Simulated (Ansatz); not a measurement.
**C₅H₅F: a ladder of functionals and wavefunction methods**

Aim: compute C₅H₅F with functionals from several rungs and with coupled cluster. The yardstick is the atomisation energy at the CCSD(T) limit.

Program: Ansatz 0.2.0, Gaussian basis. Level of theory: functionals in def2-TZVPP, the program's frozen cores in correlated methods. These are calculated values, not measurements.

Levels to be run: PBE-D4, r2SCAN-D4, PBE0-D4, B3LYP-D4, ωB97X-V, ωB97M-V, B2PLYP; CCSD(T)/def2-TZVPP; MP2/def2-QZVPP; extrapolation to the limit.

## Step 1: The geometry

An earlier PBE0-D4/def2-TZVP relaxation fixed the geometry.

SMILES `FC1=CC=CC1`, 11 atoms, charge 0, spin multiplicity 1.

Atoms are counted from 1 here; the program's logs count them from 0.

Bond lengths: F1–C2 1.328 Å, C2–C3 1.336 Å, C2–C6 1.487 Å, C3–C4 1.462 Å, C3–H7 1.080 Å, C4–C5 1.342 Å, C4–H8 1.082 Å, C5–C6 1.496 Å, C5–H9 1.080 Å, C6–H10 1.096 Å, C6–H11 1.096 Å. Angles: F1–C2–C3 127.2°, F1–C2–C6 120.9°, C3–C2–C6 111.9°, C2–C3–C4 106.8°, C2–C3–H7 126.7°, C4–C3–H7 126.5°, C3–C4–C5 110.3°, C3–C4–H8 123.8°, C5–C4–H8 125.9°, C4–C5–C6 109.1°, C4–C5–H9 127.0°, C6–C5–H9 123.9°, C2–C6–C5 101.8°, C2–C6–H10 111.5°, C2–C6–H11 111.5°, C5–C6–H10 112.7°, C5–C6–H11 112.7°, H10–C6–H11 106.7°.

## Step 2: PBE-D4 (GGA)

File in.yaml:

```yaml
crystal:
  periodic: [false, false, false]
  atoms:
    - {symbol: F, position_ang: [2.044296, 0.298043, -1.326869]}
    - {symbol: C, position_ang: [0.994440, 0.047158, -0.552437]}
    - {symbol: C, position_ang: [0.894490, -0.893117, 0.392002]}
    - {symbol: C, position_ang: [-0.445401, -0.775651, 0.964854]}
    - {symbol: C, position_ang: [-1.122967, 0.216717, 0.367221]}
    - {symbol: C, position_ang: [-0.253297, 0.845952, -0.674694]}
    - {symbol: H, position_ang: [1.655797, -1.603739, 0.678621]}
    - {symbol: H, position_ang: [-0.818729, -1.409888, 1.758247]}
    - {symbol: H, position_ang: [-2.133202, 0.534048, 0.581215]}
    - {symbol: H, position_ang: [-0.069541, 1.910260, -0.485557]}
    - {symbol: H, position_ang: [-0.680286, 0.773216, -1.682005]}
basis:
  gaussian: {orbitals: def2-TZVPP}
hamiltonian: {xc: pbe, dispersion: d4}
output: {forces: true, orbitals: {seedname: orbitals}}
```

Started as:

```console
$ ansatz run in.yaml --threads 4 --pin off --events-out ev --progress --plain --max-ram 10444MiB
```

After this run come: r2SCAN-D4 (meta-GGA); PBE0-D4 (hybrid); B3LYP-D4 (hybrid); ωB97X-V (range-separated); ωB97M-V (range-separated); B2PLYP (double hybrid); CCSD(T) in def2-TZVPP; MP2 in def2-QZVPP.

Q: Predict the results of all the runs planned. Wanted: atomisation energy, CCSD(T)/CBS; farthest; mean size of error, hybrid; mean size of error, range-separated; gap, smallest and largest; T1 diagnostic; triples share of the correlation energy.

As calculated:

| quantity | value |
| --- | --- |
| atomisation energy, CCSD(T)/CBS | 4959.2 kJ/mol |
| functionals within 24.8 kJ/mol (0.5 %) | B3LYP-D4, ωB97X-V |
| farthest | PBE-D4 (+205.8 kJ/mol) |
| mean size of error, hybrid | 52.4 kJ/mol |
| mean size of error, range-separated | 23.5 kJ/mol |
| gap, smallest and largest | 3.74 eV (PBE-D4), 10.21 eV (ωB97X-V) |
| T1 diagnostic | 0.0117 |
| triples share of the correlation energy | 4.4 % |

PBE-D4 is off by +205.8 kJ/mol, about 18.7 kJ/mol a bond. Double hybrids carry the basis error of their MP2 part in triple zeta, and no dispersion term here, so their miss is partly the set-up's. Misses under about 24.8 kJ/mol are within the doubt on the reference itself, which lacks core-valence correlation, relativity and higher excitations. Hartree-Fock recovers 73 % of the binding; the rest is correlation. The gap grows from 3.7 to 10.2 eV across the functionals, mostly with the share of exact exchange. The restricted reference is unstable towards a spin-broken one.
